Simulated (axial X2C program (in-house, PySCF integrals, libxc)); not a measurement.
# Potential curves of B₂⁻, two-component

Calculated with an in-house relativistic program for diatomic molecules. Two-component (2c) means X2C with spin–orbit coupling and atomic mean-field two-electron Coulomb and Gaunt terms. Basis: B dyall-av3z [8s7p3d2f] (cores contracted in-house); Gaussian nuclei, density fitting, unrestricted open shells. Masses: B 11.009 u.

State: Ω = 3/2 (⟨Sz⟩ = 1.50, ⟨Lz⟩ = 0.00 at HF). Energies in eV from the fragments at the same level (B- + B). Fits are polynomials in 1 − R0/R over 0.85 to 1.23 times the lowest point R0.

```tsv
R (Å)	CCSD(T)	PBE0
1.4120		-4.0113
1.4769	-4.1391	-4.3806
1.5256	-4.3239	-4.5433
1.5743	-4.4276	-4.6291
1.6230	-4.4671	-4.6535
1.6798	-4.4498	-4.6216
1.7366	-4.3804	-4.5402
1.8096	-4.2362	-4.3836
1.8989		-4.1409
2.0288		-3.7388
```

Correlated methods: 7 electrons correlated (number of frozen shells: B 1 s), 217 virtual spin orbitals or spinors in MP2, 90 natural virtuals in coupled cluster.

The state is a single determinant with fixed occupations, the lowest that a limited PBE0 search found. De is counted from the lowest determinant-based energies of the atoms at the same level, without counterpoise correction. Density functionals use the spin component along the axis (collinear). Coupled cluster ran in a truncated set of natural virtual spinors; the MP2 energy of the rest was added. (T) has no such correction and the atoms are truncated less, which lowers De at CCSD(T) by a hundredth of an eV or more. The 2c atoms are single determinants rather than J levels; their spin–orbit lowering is only partly caught, and De is too large by that part. This holds for CCSD(T), PBE0. Other states lie close and PBE0, whose exact exchange favours high spin, may order them wrongly; the determinant shown need not be the ground state. The nearest other 2c determinant of the search, Ω = 1/2, lies 0.26 eV up at the distance of the search. Without a current term, density functionals place determinants with orbital angular momentum somewhat too high. With several unpaired electrons one determinant need not be a pure state. The highest occupied level of some functionals is positive through self-interaction error; at Hartree–Fock it is bound. This is the top spin component of a Σ state; components of lower Ω are not single determinants and can lie lower. The determinant is spin-polarised beyond a pure state at some levels (its spin-free form has ⟨S²⟩ too high), which makes Re and μ there less reliable. Coupled cluster ran on the points near the minimum only. MP2 and coupled cluster on one determinant become unreliable at the stretched end.

(1) Fit the CCSD(T) curve near its minimum: give the equilibrium distance, the harmonic wavenumber and the well depth.

(2) Fit the PBE0 curve near its minimum: give the equilibrium distance, the harmonic wavenumber and the well depth.

Answers

(1) At CCSD(T), 2c: Re = 1.635 Å, ωe ≈ 997 cm⁻¹, De = 4.47 eV to B- + B; Be follows as 1.15 cm⁻¹.

(2) At PBE0, 2c: Re = 1.621 Å, ωe ≈ 1010 cm⁻¹, De = 4.65 eV to B- + B; Be follows as 1.17 cm⁻¹.
